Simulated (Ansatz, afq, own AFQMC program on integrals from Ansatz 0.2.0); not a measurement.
Integrals from Ansatz 0.2.0, then the random walk in our own AFQMC program (afq).

```yaml
crystal:
  periodic: [false, false, false]
  atoms:
    - {symbol: Al, position_ang: [0.000000, 0.000000, 0.599556]}
    - {symbol: O, position_ang: [0.000000, 0.000000, -1.056365]}
    - {symbol: H, position_ang: [0.000000, 1.386849, 1.359567]}
    - {symbol: H, position_ang: [0.000000, -1.386849, 1.359567]}
    - {symbol: H, position_ang: [0.000000, 0.000000, -2.000590]}
basis:
  gaussian: {orbitals: cc-pVDZ}
magnetization: {spin_polarized: false}
correlation: {method: ccsd_t, electrons: outside_noble_gas, hamiltonian_folder: ham}
```

```sh
$ ansatz run in.yaml --threads 1 --pin off --events-out ev --progress --plain --max-ram 1843MiB
```

afq runs on the folder ham with

```
--method phaseless --trial cisd --walkers 60 --populations 1 --least-time 40 --time-step 0.005 --steps-per-block 50 --equilibration-blocks 28 --max-blocks 300 --target-error 0.00042 --factor-cut 1e-05 --seed 4058 --release-times 0.24,0.51,0.99,1.62,2.4 --release-step 0.03 --release-every 4 --taylor-order 6
```

Times are imaginary, in 1/Eh. The walk had a cap of 733 s.

Log:

```
orbitals 41  electrons 6 6  factors 305 of 437
reference energy -318.55907544 Eh
CCSD correlation -0.27947175 Eh in 10 cycles, weight of the determinant in the CISD state 0.9037
energy of the start -318.838547 Eh
 block  time / (1/Eh)  mean weight  energy / Eh
     1     0.250  0.9983  -318.835440
     2     0.500  1.0015  -318.834973
     3     0.750  0.9985  -318.837170
     4     1.000  0.9982  -318.842591
     5     1.250  1.0019  -318.844934
     8     2.000  0.9995  -318.839028
    11     2.750  1.0003  -318.846324
    26     6.500  0.9991  -318.840768
    41    10.250  0.9991  -318.838070
    56    14.000  1.0001  -318.842300
    71    17.750  1.0005  -318.841508
    86    21.500  1.0014  -318.847541
   101    25.250  1.0005  -318.841870
   116    29.000  1.0008  -318.852327
   131    32.750  0.9976  -318.839853
   146    36.500  0.9979  -318.844198
   161    40.250  0.9999  -318.841388
   171    42.750  0.9986  -318.837330
   176    44.000  0.9990  -318.845185
   191    47.750  1.0002  -318.846611
   206    51.500  0.9996  -318.840633
   221    55.250  1.0019  -318.854282
   226    56.500  0.9978  -318.849244
blocks merged  error / Eh  count
     1  0.000327  200
     2  0.000380  100
     4  0.000419  50
     8  0.000419  25
    16  0.000445  12
released: time / (1/Eh)  energy / Eh  error  mean overlap
  0.24  -318.844998  0.000657  0.9993
  0.51  -318.845150  0.000545  0.9879
  0.99  -318.845551  0.000656  0.9680
  1.62  -318.843961  0.000529  0.9655
  2.40  -318.845121  0.000988  0.9360
energy -318.843525 +/- 0.000419 Eh
(rows thinned)
```

The run passed its tests (sampling time, drift between the halves within three errors, error under three times the target), which doesn't prove that it has relaxed.

Against this walk (error 11.4 meV) on the same determinant: CCSD(T) 6.8 meV higher (within the noise), CCSDT(Q) 23.2 meV lower. The error is statistical and leaves out the bias of the constraint. Released to 1.62 1/Eh the energy moves by -12 ± 18 meV (both errors), within twice the noise.

Cautions: constraint bias not in the error.

The walk took 3.6 min on 1 thread of Intel(R) Xeon(R) 6975P-C (Granite Rapids) (shared host). The log's last line is the phaseless energy.

CCSDT and higher add their correlation energy to the determinant of the CCSD(T) run, since their own runs factorise the integrals more tightly (a shift of under 2 meV). A walk keeps the symmetry of its determinant, which the program's search chose and which needn't be the lowest solution, so a lower state of the same spin and another symmetry isn't excluded.
